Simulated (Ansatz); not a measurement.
**A basis-limit estimate, worked out**

An elementary step of C2H7Al, closed shell (C₂H₇Al ([CH3][CH2][AlH2]) → C₂H₄ (C=C) + AlH₃; Al–C, C–H broken or loosened, Al–H formed or tightened). “Start” and “end” are the PBE0-D4/def2-TZVP structures reached by relaxing down either side of its saddle point, with the molecules still in contact.

Program: Ansatz 0.2.0. Basis: def2-TZVPP and def2-QZVPP. Cores are frozen in the correlated methods.

Energies in eV:

| quantity | end | start |
| --- | --- | --- |
| Hartree–Fock, triple zeta (X = 3) | -8754.33812 | -8755.17795 |
| Hartree–Fock, quadruple zeta (X = 4) | -8754.64331 | -8755.48261 |
| MP2 correlation, X = 3 | -11.93530 | -12.06076 |
| MP2 correlation, X = 4 | -12.69806 | -12.82892 |
| CCSD(T) correlation, X = 3 | -13.66814 | -13.69459 |

(1) Work out the step energy at the basis limit: extrapolate Hartree–Fock as E(X) = E∞ + A exp(−7.88 √X) and the MP2 correlation as E(X) = E∞ + B X^−2.97 (the exponents that Neese and Valeev fitted for def2-TZVPP and QZVPP), then add CCSD(T) − MP2 in triple zeta.

No T1 diagnostic of these runs exceeds 0.016.

Results:

(1) Each step is linear, so take the differences first (end − start): Hartree–Fock 0.83983 (X = 3) and 0.83930 (X = 4); MP2 correlation 0.12546 and 0.13086; CCSD(T) correlation 0.02645.
Two points give E∞ = E(4) + w [E(4) − E(3)], with w = 1/(exp(7.88 (2 − √3)) − 1) = 0.1377 for Hartree–Fock and w = 1/((4/3)^2.97 − 1) = 0.7407 for the correlation.
Hartree–Fock: 0.83930 + 0.1377 × (-0.00053) = 0.8392 eV.
MP2 correlation: 0.13086 + 0.7407 × 0.00540 = 0.1349 eV.
CCSD(T) − MP2: 0.02645 − 0.12546 = -0.0990 eV.
Sum: 0.8392 + 0.1349 + (-0.0990) = 0.8751 eV, or 20.18 kcal/mol. Plain CCSD(T) in triple zeta gives 0.8663 eV, so the larger basis shifts the result by 0.0088 eV.

Such eliminations are a main way in which metal alkyl precursors decompose in metal-organic vapour deposition.

Labels in which every atom is bracketed show which atoms are joined, not bond orders.

For scale, one of the runs: CCSD(T)/def2-TZVPP, 202 basis functions, launched by `ansatz run in.yaml --threads 2 --pin off --events-out ev --progress --plain --max-ram 4352MiB`. Time: 39 s of wall clock on 2 CPU threads of an AMD EPYC 7R13; the host was shared. Peak host memory: 2.5 GiB.
